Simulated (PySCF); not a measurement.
Below is a simulated gas-phase S 2p photoelectron spectrum of `S=C=S`.

Every computed line was given a Gaussian of 0.7 eV full width at half maximum and an area set by the number of equivalent atoms (split 2:1 within a doublet); the highest printed point is 100. Computed, not measured: delta-SCF UKS SCAN, pcX-2 on the ionised atom, pcseg-1 elsewhere, spin-free X2C in PySCF 2.14.0.

(binding energy (eV), intensity): (169.2, 0), (169.3, 1), (169.4, 4), (169.5, 8), (169.6, 16), (169.7, 29), (169.8, 47), (169.9, 67), (170.0, 86), (170.1, 98), (170.2, 100), (170.3, 91), (170.4, 74), (170.5, 54), (170.6, 36), (170.7, 23), (170.8, 17), (170.9, 17), (171.0, 23), (171.1, 31), (171.2, 41), (171.3, 48), (171.4, 50), (171.5, 47), (171.6, 40), (171.7, 30), (171.8, 20), (171.9, 12), (172.0, 6), (172.1, 3), (172.2, 1), (172.3, 1), (172.4, 0)

Problem. Count the maxima, the lines and the sites behind this envelope.

Solution. The curve has 2 maxima (at 170.2 and 171.4 eV). Under it lie 2 lines from 1 inequivalent sulfur site, drawn as a 2p3/2, 2p1/2 pair.

Problem. Decompose the envelope and assign each component. Numbering: `[S:1]=[C:2]=[S:3]`.

Solution. 
```
position (eV)  relative area     line  atoms         environment
       170.17           1.33  S 2p3/2  S1/S3  sulfur bonded to C
       171.40           0.67  S 2p1/2  S1/S3  sulfur bonded to C
```

Problem. What are the centre and the root-mean-square width of the whole band?

Solution. The area-weighted mean of the lines is 170.58 eV. Their own spread about it is 0.58 eV (rms) and each Gaussian has σ = 0.7/2.355 = 0.30 eV; the variances add, which gives 0.65 eV.

Shake-up satellites, vibrational structure and lifetime widths aren't simulated. Atoms equivalent by their bonding share one computed value, that of the first of them. The 2p values add to the ΔSCF energy of one spin-free hole a correction within the shell (spin–orbit coupling, ligand field). 2p1/2 minus 2p3/2 (ligand field included): S 1.23 eV. Isolated species at its GFN2-xTB geometry, gas phase.

On one thread of an Arm Neoverse V2, shared host, this took 2.8 s.
